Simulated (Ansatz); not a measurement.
We consider hcp Be, described by PBE0-D3(BJ) (Ansatz, a program for electronic structure, plane waves, PAW).

Settings: plane-wave cutoff 460 eV, 15×15×8 k mesh (along the axes of the cell as run), Fermi–Dirac smearing 0.05 eV, scalar-relativistic PAW data made under PBE.

Computed at the level's own relaxed cell.

What does this level give for the lattice constant a and c axis length?


* **lattice constant a**: 2.208 Å
* **c axis length**: 3.501 Å

Measured, for comparison: lattice constant a 2.286 Å (293 K, no zero-point or thermal correction, our sources range from 2.286 to 2.290; as tabulated in Wikipedia's data pages); lattice parameter c 3.584 Å (293 K, no zero-point or thermal correction; as tabulated in Wikipedia's data pages). Computed (rounded) less measured: lattice constant a -3.4 % (-3.4 % to -3.6 % over the range), lattice parameter c -2.3 %.

Computed values are for the static lattice.

It cost very roughly 9 core-minutes of CPU time.
